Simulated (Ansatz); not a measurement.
Cartesian coordinates (Å):
SMILES: [OH]
```xyz
2

O      0.4865     0.0000     0.0000
H     -0.4865     0.0000     0.0000
```
Charge 0, spin multiplicity 2.

Method: frozen-core CCSD(T)/cc-pVTZ // PBE0-D3(BJ)/def2-TZVP (Ansatz, a program for electronic structure).

The HF energy is -75.41913 Ha and the MP2 correlation energy is -0.19975 Ha.

Question: Estimate the CCSD correlation energy, the (T) correction, the total energy and the T1 diagnostic.

Answer: 
```
Quantity                        Value
-----------------------  ------------
CCSD correlation energy   -0.21349 Ha
(T) correction            -0.00510 Ha
CCSD(T) total energy     -75.63772 Ha
T1 diagnostic                   0.007
```
